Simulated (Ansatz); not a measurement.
**PH4, doublet: stretch scan**

Starting geometry (PBE0/def2-TZVP stationary point for this spin, not checked as a minimum):

```json
{"atom": "P", "x (Å)": "0.0456", "y (Å)": "0.0000", "z (Å)": "0.0000"}
{"atom": "H", "x (Å)": "0.1616", "y (Å)": "0.0000", "z (Å)": "-1.5147"}
{"atom": "H", "x (Å)": "-0.8626", "y (Å)": "1.0782", "z (Å)": "0.0000"}
{"atom": "H", "x (Å)": "-0.8626", "y (Å)": "-1.0782", "z (Å)": "0.0000"}
{"atom": "H", "x (Å)": "0.1616", "y (Å)": "0.0000", "z (Å)": "1.5147"}
```

From there H2 moves along the line of the two atoms named below, all else staying in place; atoms are numbered as listed. Energies are in eV, counted from the starting geometry at the same level.

Basis cc-pVDZ; Ansatz 0.2.0. Only valence electrons are correlated (noble-gas cores frozen). Prefix R: restricted or restricted open-shell reference; prefix U: unrestricted. Active spaces: valence = (9e, 8o) chosen from the atoms' valence shells.

Runs in a small pair space aren't shown, since their orbitals change along the scan.

Full CI isn't at hand for all of this; RCCSDTQ serves as the reference, and is uncertain by the last step of the cluster series or more. The frozen core follows each run's orbitals, which can shift R against U totals by a few meV.

```csv
distance P1-H2 (Å),RCCSDTQ,error UHF,error UMP2,error BCCD(T),error RCCSDT(Q),error CASSCF (valence space),error NEVPT2 (valence space)
1.373,0.209,-0.022,-0.021,-0.002,0.000,0.035,0.022
1.519,0.000,0.000,0.000,0.000,0.000,0.000,0.000
1.690,0.047,0.003,0.025,0.002,0.000,-0.049,-0.020
2.054,0.271,-0.116,-0.004,0.002,0.000,-0.169,-0.048
2.864,0.259,-0.299,-0.101,-0.003,0.000,-0.369,-0.059
4.046,0.227,-0.324,-0.107,-0.004,0.000,-0.396,-0.066
```

Errors are those of relative energies. In total energy the starting point itself misses RCCSDTQ by: UHF 4.910, UMP2 1.025, BCCD(T) 0.026, RCCSDT(Q) 0.001, CASSCF (valence space) 3.591, NEVPT2 (valence space) 0.866 eV.

Spread of the error over the points with a reference, to 4.046 Å (largest less smallest): RCCSDT(Q) 0.000, BCCD(T) 0.006, NEVPT2 (valence space) 0.088, UMP2 0.133, UHF 0.327, CASSCF (valence space) 0.431 eV.

Going outwards, the relative energy of NEVPT2 (valence space) first misses by more than 0.043 eV (1 kcal/mol) at 2.054 Å.

CASSCF lacks dynamic correlation, of which the bound molecule has more, so its curve rises 0.396 eV too little out to 4.046 Å.
